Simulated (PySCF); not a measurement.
Potential energy curve for SMILES C(C)Cl. The C2–Cl8 bond (C2 also carries C, H, H; Cl8 carries nothing else) is varied alone, starting from the PBE0/def2-TZVP optimised geometry.

- UHF/STO-3G = unrestricted Hartree-Fock/STO-3G (PySCF)
- UKS-LDA (SVWN5) = unrestricted LDA (SVWN5)/cc-pVDZ in PySCF
- RHF/cc-pVDZ (PySCF)
- UCCSD(T) = CCSD(T) on UHF/cc-pVDZ, 7 core orbitals frozen (PySCF)

Energies relative to the lowest point of each curve near equilibrium, in kcal/mol:

```csv
R / Å,UHF/STO-3G,UKS-LDA (SVWN5),RHF
1.35,169.1,108.6,120.8
1.53,47.4,26.6,30.8
1.79,0.0,0.0,0.0
1.85,0.0,0.7,0.4
1.88,0.9,1.5,1.2
1.98,7.4,6.0,5.7
2.98,64.4,72.4,80.3
3.54,66.4,91.3,109.3
3.95,66.7,97.2,124.5
4.81,66.8,102.0,144.7
5.41,66.8,103.1,152.6
6.20,66.8,103.6,159.1
```

**Question.** Estimate the UCCSD(T) values at these points.

**Answer.** 1.35: 121.1; 1.53: 31.3; 1.79: 0.0; 1.85: 0.2; 1.88: 0.8; 1.98: 4.9; 2.98: 71.5; 3.54: 81.8; 3.95: 83.4; 4.81: 84.2; 5.41: 84.4; 6.20: 84.4 (kcal/mol).

The unrestricted determinant behind UHF/STO-3G is spin-contaminated at 2.22 to 6.20 Å (<S²> up to 1.0, against 0.00 for a pure singlet). The unrestricted determinant behind UKS-LDA (SVWN5) is spin-contaminated at 3.21 to 6.20 Å (<S²> up to 0.8, against 0.00 for a pure singlet). At the longest distance UKS-LDA (SVWN5) leaves fractional charges on the fragments, a sign of delocalisation error or of the restricted form. The restricted form behind RHF keeps the bonding electrons paired and can't separate into open-shell fragments. The unrestricted determinant behind UCCSD(T) is spin-contaminated at 2.39 to 6.20 Å (<S²> up to 1.0, against 0.00 for a pure singlet).
